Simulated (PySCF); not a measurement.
Converging MgB⁺ in the basis (CCSD(T))

PySCF, RHF reference; singlet, unpaired electrons none; De to Mg⁺ + B without counterpoise correction. Frozen cores follow the default of each basis and core potential.

```tsv
basis	relativity	functions	Re (Å)	ωe (cm⁻¹)	De (eV)	frozen orbitals
cc-pVDZ	no relativity	32	2.600	342	1.60	2
def2-SVPD	no relativity	41	2.612	320	1.52	2
pcseg-2	no relativity	49	2.561	356	1.60	2
```

(1) How does each smaller set differ from the one with most functions, pcseg-2?

Correlated steps freeze 2 core orbitals. Correlated levels converge slowly with the basis: in double zeta they bind strong bonds too weakly, by up to about 1 eV, and carry superposition errors of some tenths. For an ion De counts to the pair picked by the measured ionisation energies or electron affinities, which need not be the lowest pair at this level. Where the molecule has an RHF reference, its open-shell atoms are computed with UHF. The CCSD T1 diagnostic is raised in MgB⁺, a sign that a single reference may not be enough there.

Results:

(1) cc-pVDZ: +3.9 pm, -3.9 % in ωe, +0.00 eV in De; def2-SVPD: +5.1 pm, -10.1 % in ωe, -0.08 eV in De. All at CCSD(T); the set with most functions is neither the basis-set limit nor always the best.
